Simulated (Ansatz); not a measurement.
Cost and result for the atomization energy of H$_{3}$NSSi (`N[Si]S`) (6 atoms, 5 bonds).

Charge 0, multiplicity 1. The structure was optimised at the PBE0-D4/def2-TZVP level. It is one conformer, not always the lowest. Program: Ansatz. All runs use 4 threads of an Arm Neoverse V2 on a shared host. Times are those of one run each, without the atoms' runs, and a repeat can differ threefold. Electronic energies, without spin–orbit coupling; frozen cores. CCSD(T)/CBS extrapolates def2-TZVPP and def2-QZVPP, and its time is that of the two runs behind it. T1 = 0.014.

CCSD(T)/CBS is a level of theory with its own doubt, some kJ/mol a heavy atom from the limit and from the frozen cores, so smaller differences don't rank the functionals.

```
                             level  functions  wall time
                  CCSD(T)/def2-SVP         65      0.5 s
   PBE-D4/def2-TZVPP (with forces)        157      0.9 s
                PBE0-D4/def2-TZVPP        157      0.9 s
               BHLYP-D4/def2-TZVPP        157      1.1 s
           CAM-B3LYP-D4/def2-TZVPP        157      1.1 s
                 B2PLYP/def2-TZVPP        157      1.6 s
r2SCAN-D4/def2-TZVPP (with forces)        157      1.8 s
                ωB97X-V/def2-TZVPP        157      2.5 s
                 B97M-V/def2-TZVPP        157      2.7 s
  ωB97M-V/def2-TZVPP (with forces)        157      3.5 s
                CCSD(T)/def2-TZVPP        157      7.5 s
                CCSD(T)/def2-QZVPP        287       84 s
                 CCSD(T)/CBS(def2)          –       91 s
```

Problem. What atomization energy does each give, and how far from CCSD(T)/CBS? (An estimate is asked.)

Solution. The calculation gave: 
```json
{"level": "CCSD(T)/def2-SVP", "atomization (kJ/mol)": "1743.5", "difference from CCSD(T)/CBS": "-194.5", "per bond": "-38.9"}
{"level": "PBE-D4/def2-TZVPP (with forces)", "atomization (kJ/mol)": "1977.1", "difference from CCSD(T)/CBS": "39.1", "per bond": "7.8"}
{"level": "PBE0-D4/def2-TZVPP", "atomization (kJ/mol)": "1926.9", "difference from CCSD(T)/CBS": "-11.1", "per bond": "-2.2"}
{"level": "BHLYP-D4/def2-TZVPP", "atomization (kJ/mol)": "1869.2", "difference from CCSD(T)/CBS": "-68.8", "per bond": "-13.8"}
{"level": "CAM-B3LYP-D4/def2-TZVPP", "atomization (kJ/mol)": "1938.2", "difference from CCSD(T)/CBS": "0.2", "per bond": "0.0"}
{"level": "B2PLYP/def2-TZVPP", "atomization (kJ/mol)": "1908.2", "difference from CCSD(T)/CBS": "-29.8", "per bond": "-6.0"}
{"level": "r2SCAN-D4/def2-TZVPP (with forces)", "atomization (kJ/mol)": "1928.2", "difference from CCSD(T)/CBS": "-9.8", "per bond": "-2.0"}
{"level": "ωB97X-V/def2-TZVPP", "atomization (kJ/mol)": "1950.7", "difference from CCSD(T)/CBS": "12.7", "per bond": "2.5"}
{"level": "B97M-V/def2-TZVPP", "atomization (kJ/mol)": "1954.7", "difference from CCSD(T)/CBS": "16.7", "per bond": "3.3"}
{"level": "ωB97M-V/def2-TZVPP (with forces)", "atomization (kJ/mol)": "1960.9", "difference from CCSD(T)/CBS": "22.9", "per bond": "4.6"}
{"level": "CCSD(T)/def2-TZVPP", "atomization (kJ/mol)": "1861.6", "difference from CCSD(T)/CBS": "-76.4", "per bond": "-15.3"}
{"level": "CCSD(T)/def2-QZVPP", "atomization (kJ/mol)": "1907.1", "difference from CCSD(T)/CBS": "-30.9", "per bond": "-6.2"}
{"level": "CCSD(T)/CBS(def2)", "atomization (kJ/mol)": "1938.0", "difference from CCSD(T)/CBS": "0.0", "per bond": "0.0"}
```

From BLYP to BHLYP (50 % exact exchange), in def2-TZVPP and without D4, the atomization energy moves by −70.4 kJ/mol: exact exchange takes away binding that semilocal exchange gives to molecules. In def2-TZVPP, CCSD(T) changes the Hartree–Fock value by +576.4 kJ/mol (the triples alone add +37.9 kJ/mol) and MP2 by +597.4 kJ/mol; breaking electron pairs costs correlation energy, which Hartree–Fock lacks. The D4 term adds +20.8 kJ/mol with B3LYP and +10.5 kJ/mol with PBE0; it sums over pairs of atoms, weighted by their polarisabilities, and B3LYP, whose exchange is more repulsive, gets the larger term.

B3LYP here is the variant with VWN-RPA as its local correlation; programs differ in this.
